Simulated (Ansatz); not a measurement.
Input file:

```yaml
crystal:
  periodic: [false, false, false]
  atoms:
    - {symbol: Ge, position_ang: [0.000000, -0.036838, 1.224603]}
    - {symbol: As, position_ang: [0.000000, 0.014742, -1.204908]}
    - {symbol: H, position_ang: [0.000000, 1.559010, 1.308135]}
basis:
  gaussian: {orbitals: cc-pVTZ}
total_charge: 1
magnetization: {spin_polarized: true, initial_magnetization: 1}
hamiltonian: {xc: {name: SPW92}}
```

```sh
$ ansatz run in.yaml --threads 1 --pin off --events-out ev --progress --plain --max-ram 3968MiB --backend cpu
```

Log:

```
788 factors; their error is unknown
mean field evaluation 1: about -117190.6250 eV, gradient 1.5e1 eV
mean field evaluation 2: about -117189.9520 eV, gradient 1.5e1 eV
mean field evaluation 4: about -117191.8140 eV, gradient 5.0e0 eV
mean field evaluation 8: about -117192.0620 eV, gradient 7.9e-2 eV
mean field evaluation 16: about -117192.0503 eV, gradient 2.0e-3 eV
mean field evaluation 32: about -117190.3977 eV, gradient 7.6e0 eV
mean field evaluation 64: about -117191.6204 eV, gradient 5.2e-1 eV
mean field evaluation 96: about -117191.7549 eV, gradient 3.2e0 eV
mean field -117192.05033879 eV, -4306.7284143259 hartree, gradient 1.1e-5 eV, S^2 0.822508; 12 other end points of the search recorded, 0 dependent functions left out
reference -117192.05036814 eV, -4306.7284154045 hartree; 33, 32 occupied and 67, 68 virtual orbitals, 788 factors
Total energy: -117192.05036814 eV, -4306.7284154045 hartree
```

Ran on 1 thread of AMD EPYC 7R13, shared host: 9 s wall, 0.24 GiB peak host memory.
